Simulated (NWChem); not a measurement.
The numbers come from NWChem runs, not from measurements. System: HN, charge 1, spin multiplicity 2, at the geometry of a parent with another charge or spin, in a state set for the comparison that need not be this species' ground state. Its SCF solution wasn't tested for a lower state. Level: ROCCSD(T)/def2-TZVPD, 1 core orbitals frozen.

Part of the output:

```
             Northwest Computational Chemistry Package (NWChem) 7.3.0
             --------------------------------------------------------

                                NWChem Input Module
                                -------------------

 Scaling coordinates for geometry "geometry" by  1.889725989
 (inverse scale =  0.529177249)

 Turning off AUTOSYM since
 SYMMETRY directive was detected!

                             Geometry "geometry" -> ""
                             -------------------------

 Output coordinates in angstroms (scale by  1.889725989 to convert to a.u.)

  No.       Tag          Charge          X              Y              Z
 ---- ---------------- ---------- -------------- -------------- --------------
    1 N                    7.0000     0.00000000     0.00000000     0.13255800
    2 H                    1.0000     0.00000000     0.00000000    -0.92790600

 Effective nuclear repulsion energy (a.u.)       3.4930377108

            Nuclear Dipole moment (a.u.)
            ----------------------------
        X                 Y               Z
 ---------------- ---------------- ----------------
     0.0000000000     0.0000000000    -0.0000000000

      Symmetry information
      --------------------

 Group name             C2v
 Group number             16
 Group order               4
 No. of unique centers     2

      Symmetry unique atoms

     1    2


 Summary of "ao basis" -> "" (spherical)
 ------------------------------------------------------------------------------
       Tag                 Description            Shells   Functions and Types
 ---------------- ------------------------------  ------  ---------------------
 *                         def2-tzvpd                 on all atoms

 Summary of "ao basis" -> "ao basis" (spherical)
 ------------------------------------------------------------------------------
       Tag                 Description            Shells   Functions and Types
 ---------------- ------------------------------  ------  ---------------------
 N                         def2-tzvpd               13       37   6s3p3d1f
 H                         def2-tzvpd                5        9   3s2p

                                 NWChem SCF Module
                                 -----------------

  ao basis        = "ao basis"
  functions       =    46
  atoms           =     2
  closed shells   =     3
  open shells     =     1
  charge          =   1.00
[...]
         Wavefunction type : Restricted open-shell Hartree-Fock
          No. of electrons :     7
           Alpha electrons :     4
            Beta electrons :     3
           No. of orbitals :    92
            Alpha orbitals :    46
             Beta orbitals :    46
        Alpha frozen cores :     1
         Beta frozen cores :     1
     Alpha frozen virtuals :     0
      Beta frozen virtuals :     0
         Spin multiplicity : doublet
    Number of AO functions :    46
       Number of AO shells :    18
        Use of symmetry is : on
      Symmetry adaption is : on
         Schwarz screening : 0.10D-09

          Correlation Information
          -----------------------
          Calculation type : Coupled-cluster singles & doubles w/ perturbation
   Perturbative correction : (T)
            Max iterations :      100
        Residual threshold : 0.10D-05
     T(0) DIIS level shift : 0.00D+00
     L(0) DIIS level shift : 0.00D+00
     T(1) DIIS level shift : 0.00D+00
     L(1) DIIS level shift : 0.00D+00
     T(R) DIIS level shift : 0.00D+00
     T(I) DIIS level shift : 0.00D+00
   CC-T/L Amplitude update :  5-th order DIIS
                I/O scheme : Global Array Library
        L-threshold :  0.10D-05
        EOM-threshold :  0.10D-05
 no EOMCCSD initial starts read in
 TCE RESTART OPTIONS
 SLICE:      F
 D4D5:       F
 quantumc:   F
 qrotation:  F
 pwtce:      F
 qducc:      F
 nacto:                         0
 nrotv:                         0
 nrot:                          0

            Memory Information
            ------------------
          Available GA space size is     249032568 doubles
          Available MA space size is     104854468 doubles

 Maximum block size supplied by input
 Maximum block size        24 doubles

 tile_dim =     19

 -------------------------------------------------

 Global array virtual files algorithm will be used

 Parallel file system coherency ......... OK

 4-electron integrals stored in orbital form

 v2    file size   =           381509
 4-index algorithm nr.  13 is used
 imaxsize =       30
 imaxsize ichop =        0


CCSD iterations
 ---------------------------------------------------------
 Iter          Residuum       Correlation     Cpu    Wall
 ---------------------------------------------------------
    1   0.1163465814834  -0.1171852561680     0.0     0.0
    2   0.0444082047396  -0.1321208868796     0.0     0.0
    3   0.0228742452019  -0.1360343665745     0.0     0.0
    4   0.0134766816172  -0.1376353878794     0.0     0.0
    5   0.0086387006390  -0.1384149758376     0.0     0.0
    6   0.0029670547515  -0.1395065198896     0.0     0.0
    7   0.0019555457824  -0.1394580497480     0.0     0.0
    8   0.0014101800313  -0.1394615597861     0.0     0.0
    9   0.0010365096896  -0.1394731376134     0.0     0.0
   10   0.0007698740189  -0.1394813217125     0.0     0.0
   11   0.0000986392128  -0.1395128430813     0.0     0.0
   12   0.0000446287177  -0.1395176881458     0.0     0.0
   13   0.0000249505082  -0.1395198675068     0.0     0.0
   14   0.0000153418897  -0.1395210618113     0.0     0.0
   15   0.0000100633761  -0.1395217394615     0.0     0.0
   16   0.0000038541731  -0.1395227682344     0.0     0.0
   17   0.0000025568232  -0.1395227975141     0.0     0.0
   18   0.0000018522621  -0.1395228116659     0.0     0.0
   19   0.0000013677913  -0.1395228280375     0.0     0.0
   20   0.0000010183556  -0.1395228402520     0.0     0.0
   21   0.0000001674533  -0.1395228774613     0.0     0.0
 -----------------------------------------------------------------
 Iterations converged
 CCSD correlation energy / hartree =        -0.139522877461277
 CCSD total energy / hartree       =       -54.645629416883430

 Singles contributions

 Doubles contributions
 CCSD(T)
 Using plain CCSD(T) code
             total no. of tasks           96
 total no. of tasks / no. procs           96
                         wl_min           36           1.8
                         wl_max        54872           6.2
        thresh for no. of tasks           96

 CCSD[T]  correction energy / hartree =        -0.003100140038108
 CCSD[T] correlation energy / hartree =        -0.142623017499385
 CCSD[T] total energy / hartree       =       -54.648729556921538
 CCSD(T)  correction energy / hartree =        -0.003096832192772
 CCSD(T) correlation energy / hartree =        -0.142619709654049
 CCSD(T) total energy / hartree       =       -54.648726249076205

 Task  times  cpu:        2.1s     wall:        2.1s

 Total times  cpu:        2.2s     wall:        2.2s
```

**Question.** Write an NWChem input that would produce this output.

**Answer.** One answer among several that fit: 
```
start mol
memory heap 100 mb stack 700 mb global 1900 mb
charge 1
geometry units angstroms nocenter noautoz
  N      0.000000     0.000000     0.132558
  H      0.000000     0.000000    -0.927906
  symmetry group C2v
end
basis spherical
  * library def2-tzvpd
end
scf
  rohf
  nopen 1
  maxiter 100
  thresh 1e-7
  semidirect memsize 60000000 filesize 0
  # guess.movecs holds the orbitals of an unrestricted PBE0 run
  vectors input guess.movecs output mol.movecs
end
tce
  freeze core 1
  ccsd(t)
  2eorb
  2emet 13
  thresh 1e-6
  maxiter 100
  tilesize 24
end
task tce energy
```
